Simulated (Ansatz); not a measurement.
**B2H2 (singlet): wave-function methods side by side at scale of all distances = 1.000, 6-31G**

An exercise on one series of results from a longer session: the logs are not shown, and one member is left open.

Method: 6-31G, core rule «outside noble gas», up to 2 orbitals frozen; program: Ansatz 0.2.0, Gaussian basis.

To be run: UHF; CCSD(T) on RHF; CCSD(T) on UHF; BCCD(T) on RHF; CISD; CCSDT(Q) on RHF; CCSDT(Q) on UHF; CISDTQ; CCSDTQ on RHF; CASSCF and MRCISD+Q, 2 electrons in 2 orbitals; CASSCF and NEVPT2, 2 electrons in 2 orbitals; CASSCF and MRCISD+Q, 8 electrons in 10 orbitals; CASSCF and NEVPT4(SD), 8 electrons in 10 orbitals; CASSCF and NEVPT2, 8 electrons in 10 orbitals; Full CI; Full CI in the symmetry of the determinant.

12 further runs of the same task are left out: 10 that didn't finish, 2 set aside as unsound or not needed.

## The geometry

The geometry derives from a PBE0/def2-TZVP stationary point (not a proven minimum). All distances are scaled together.

4 atoms, charge 0, spin multiplicity 1.

Atoms are counted from 1 here; the program's logs count them from 0.

Bond lengths: B1–B2 1.525 Å, B1–H3 1.176 Å, B2–H4 1.176 Å. Angles: B2–B1–H3 180.0°, B1–B2–H4 180.0°.

As a file:

| atom | x (Å) | y (Å) | z (Å) |
| --- | --- | --- | --- |
| B1 | 0.00000 | 0.00000 | 0.76252 |
| B2 | 0.00000 | 0.00000 | -0.76252 |
| H3 | 0.00000 | 0.00000 | 1.93825 |
| H4 | 0.00000 | 0.00000 | -1.93825 |

The first run:

in.yaml

```yaml
crystal:
  periodic: [false, false, false]
  atoms:
    - {symbol: B, position_ang: [0.000000, 0.000000, 0.762520]}
    - {symbol: B, position_ang: [0.000000, 0.000000, -0.762520]}
    - {symbol: H, position_ang: [0.000000, 0.000000, 1.938254]}
    - {symbol: H, position_ang: [0.000000, 0.000000, -1.938254]}
basis:
  gaussian: {orbitals: 6-31G}
magnetization: {spin_polarized: true, initial_magnetization: 0}
hamiltonian: {xc: hf}
output: {orbitals: {seedname: orbitals}}
```

On the command line:

```bash
$ ansatz run in.yaml --threads 1 --pin off --events-out ev --progress --plain --max-ram 2393MiB
```

Steps of the session up to this table: UHF; CCSD(T) on RHF; CCSD(T) on UHF; BCCD(T) on RHF; CISD; CCSDT(Q) on RHF; CCSDT(Q) on UHF; CISDTQ; CCSDTQ on RHF; CASSCF and MRCISD+Q, 2 electrons in 2 orbitals; CASSCF and NEVPT2, 2 electrons in 2 orbitals; CASSCF and MRCISD+Q, 8 electrons in 10 orbitals; CASSCF and NEVPT4(SD), 8 electrons in 10 orbitals; CASSCF and NEVPT2, 8 electrons in 10 orbitals; Full CI; Full CI in the symmetry of the determinant.

One of the session's tables, all rows but one given; the rest of the session is left out.

| method | from FCI (kJ/mol) |
| --- | --- |
| RHF | +332.2 |
| RMP2 | +95.9 |
| CISD | +38.6 |
| RCCSD | +21.1 |
| RCCSD(T) | +12.4 |
| BCCD(T) | +12.4 |
| RCCSDT | +2.9 |
| CISDTQ | +3.8 |
| RCCSDT(Q) | ? |
| RCCSDTQ | +0.1 |
| CASSCF valence | +76.7 |
| NEVPT2 valence | +23.0 |
| NEVPT4(SD) valence | +3.6 |
| MRCISD valence | +1.7 |
| MRCISD+Q valence | +0.5 |
| FCI | 0 |

Q: Estimate the row for RCCSDT(Q) from the others.

As computed: from FCI (kJ/mol): -0.4. In the column «from FCI (kJ/mol)» it is the lowest.

Among the levels timed on like hardware and quicker than the yardstick, those that no quicker one beats, quickest first: CISD (0.74 s, +38.6 kJ/mol); RCCSD(T) (0.86 s, +12.4 kJ/mol); RCCSDT(Q) (2.3 s, -0.4 kJ/mol); RCCSDTQ (16 s, +0.1 kJ/mol).

Not comparable, so not listed: CASSCF and MRCISD+Q, 2 electrons in 2 orbitals (they don't share determinant, frozen orbitals or solution with the rows shown, or repeat one).

To keep in mind: The report flags that the cluster equations may have other roots. The yardstick is full CI for this spin, exact in this basis with these frozen cores. Left out of the table: CASSCF pair, NEVPT2 pair (the active space lost an orbital or holds another state than full CI finds). Left out of the table: UHF, UMP2, UCCSD, UCCSD(T), UCCSDT, UCCSDT(Q) (another determinant or state than the rows shown). The program flags RCCSDT(Q), RCCSDTQ as in doubt, so those rows may rest on another solution; read them beside their warnings. RCCSDT(Q) falls below full CI, which methods that aren't variational can do. Of the multireference levels listed MRCISD+Q valence comes nearest in total energy (+0.5 kJ/mol), which doesn't show that its space is the better one. Warnings in the runs' records: large difference, other roots, passed over end.
